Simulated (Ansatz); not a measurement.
**H2S, singlet: stretch scan**

Starting geometry (PBE0/def2-TZVP stationary point for this spin, not checked as a minimum):

```yaml
atoms:
  - { symbol: S, position_ang: [0.0000, -0.0550, 0.0000] }
  - { symbol: H, position_ang: [0.0000, 0.8742, -0.9672] }
  - { symbol: H, position_ang: [0.0000, 0.8742, 0.9672] }
```

From there H3 moves along the line of the two atoms named below, all else staying in place; atoms are numbered as listed. Energies are in kJ/mol, counted from the starting geometry at the same level.

Basis 6-31G; Ansatz 0.2.0. Only valence electrons are correlated (noble-gas cores frozen). R marks a restricted (for open shells ROHF) determinant, U an unrestricted one. Active spaces: valence = (8e, 6o) chosen from the atoms' valence shells.

Unrestricted rows (U) aren't spin-pure: their determinants' ⟨S²⟩ exceeds S(S+1) by up to 1.00, so they mix in states of higher spin. Runs in a small pair space aren't shown, since their orbitals change along the scan.

Full CI is exact within this basis and frozen core; it isn't the basis-set limit. The frozen core follows each run's orbitals, which can shift R against U totals by a few meV.

```csv
distance S1-H3 (Å),full CI,unpaired electrons (full CI),error UHF,error RMP2,error RCCSD,error BCCD(T),error CISDTQ,error CASSCF (valence space)
1.096,153.6,0.01,-15.9,-3.9,-0.2,-0.1,0.0,-1.2
1.183,61.5,0.02,-10.6,-2.8,-0.2,-0.1,0.0,-0.4
1.341,0.0,0.02,0.0,0.0,0.0,0.0,0.0,0.0
1.460,2.4,0.03,8.9,3.0,0.2,0.1,0.0,-0.6
1.598,29.1,0.04,20.6,7.7,0.5,0.2,0.1,-1.7
1.808,87.3,0.09,41.1,17.6,1.2,0.4,0.1,-3.6
2.165,182.3,0.32,17.7,43.3,3.1,0.7,0.4,-6.8
2.471,238.6,0.75,-18.7,72.3,5.3*,0.6*,0.6,-9.2
2.981,282.5,1.54,-52.8,117.8,8.5*,-1.4*,1.0,-11.8
3.650,295.9,1.94,-63.9,128.7,10.2*,-5.4*,1.3,-12.8
4.491,298.0,2.01,-65.5,58.7,10.5*,-8.8*,1.5,-13.0
```

An asterisk marks runs whose energy the program itself flagged as in doubt.

Unpaired electrons are Σ n²(2−n)² over natural occupations. Errors are those of relative energies. In total energy the starting point itself misses full CI by: UHF 195.5, RMP2 42.5, RCCSD 2.1, BCCD(T) 0.5, CISDTQ 0.2, CASSCF (valence space) 89.7 kJ/mol.

Spread of the error over the points with a reference, to 4.491 Å (largest less smallest): CISDTQ 1.5, BCCD(T) 9.5, RCCSD 10.8, CASSCF (valence space) 13.0, UHF 106.6, RMP2 132.6 kJ/mol.

Going outwards, the relative energy of UHF first misses by more than 4.2 kJ/mol (1 kcal/mol) at 1.460 Å.
